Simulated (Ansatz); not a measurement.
## A cut through the energy surface

BNH3F (SMILES NBF), singlet, at its PBE0-D4/def2-TZVP minimum:

```
atom    x (Å)    y (Å)    z (Å)
  N1  -0.4264   0.1011  -0.5821
  B2   0.4157  -0.1517   0.4938
  F3   0.4467   0.7104   1.5159
  H4  -0.4878  -0.5133  -1.3734
  H5  -1.0220   0.9107  -0.6322
  H6   1.1157  -1.1212   0.5318
```

The bond length B2–F3 (1.338 Å at the minimum) is set to the values below, with the rest relaxed at PBE0-D4/def2-TZVP at each step. Each method's energies count from its own value at the PBE0-D4 minimum structure. Computed with Ansatz 0.2.0 (basis: def2-TZVPP); correlated methods freeze the cores. B3LYP uses VWN-RPA correlation.

| bond length (Å) | CCSD(T) (kJ/mol) | HF (kJ/mol) | PBE-D4 (kJ/mol) | PBE0-D4 (kJ/mol) | MP2 (kJ/mol) |
| --- | --- | --- | --- | --- | --- |
| 1.097 | 197.4 | 178.4 | 201.3 | 189.3 | 198.3 |
| 1.153 | 102.7 | 88.4 | 106.5 | 97.3 | 103.4 |
| 1.236 | 26.7 | 19.1 | 29.4 | 24.3 | 27.1 |
| 1.332 | 0.2 | -0.2 | 0.3 | 0.1 | 0.2 |
| 1.439 | 14.7 | 21.6 | 11.0 | 16.0 | 14.2 |
| 1.554 | 56.8 | 70.6 | 48.0 | 58.5 | 55.9 |
| 1.677 | 114.8 | 134.6 | 100.0 | 115.9 | 113.5 |
| 1.805 | 178.8 | 203.3 | 157.4 | 178.5 | 177.5 |
| 1.939 | 243.8 | 271.3 | 215.8 | 241.6 | 242.8 |

Minimum and curvature along this coordinate at CCSD(T): A fifth-order fit through the nearest points gives 1.342 Å, with a curvature of about 39 eV/Å².

Largest difference from the CCSD(T) curve over the scan: r2SCAN-D4 10.4; B3LYP-D4 14.8; wB97M-V 7.9 kJ/mol. Each curve counts from its own value at the minimum.

The T1 diagnostic stays at or below 0.018.

For scale, one of the runs: CCSD(T)/def2-TZVPP, 135 basis functions (an equivalent command: `ansatz run in.yaml --threads 2`). Time: 26 s of wall clock on 2 CPU threads; the host was shared. Peak host memory: 0.77 GiB.
